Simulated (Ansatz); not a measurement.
# Band gap of rock-salt MgS at several levels of theory

No measured value is used here.

```csv
level (code),value (eV),cell (Å³/atom)
LDA (Ansatz),2.56 (indirect),17.61
PBE (Ansatz),2.79 (indirect),17.61
PBEsol (Ansatz),2.70 (indirect),17.61
PBEsol-D3(BJ) (Ansatz),2.80 (indirect),16.76
r²SCAN+rVV10 (Ansatz),3.45 (indirect),17.47
PBE0 (Ansatz),4.53 (indirect),17.61
r²SCANh (Ansatz),4.07 (indirect),17.54
Hartree–Fock (Ansatz),10.33 (indirect),17.61
G0W0@HSE06 (Ansatz),4.86 (indirect),17.61
G0W0@HSE06+SOC (Ansatz),4.83,17.61
G0W0@PBE+SOC (Ansatz),4.35,17.61
```

Computed values are for a static lattice.  G0W0@HSE06, G0W0@HSE06+SOC: GW on a hybrid start was not checked against another program. G0W0@HSE06+SOC, G0W0@PBE+SOC: spin–orbit coupling enters as the shift of the gap found with a semilocal functional. Values are at the measured cell; PBEsol-D3(BJ) at the level's own equilibrium cell; r²SCAN+rVV10 at the level's own equilibrium cell; r²SCANh at the level's own equilibrium cell. Cutoffs and k meshes differ between the levels. Ansatz's density-functional and Hartree–Fock values are scalar-relativistic unless marked +SOC, with PAW data made under PBE.

Ansatz is a program for electronic structure.
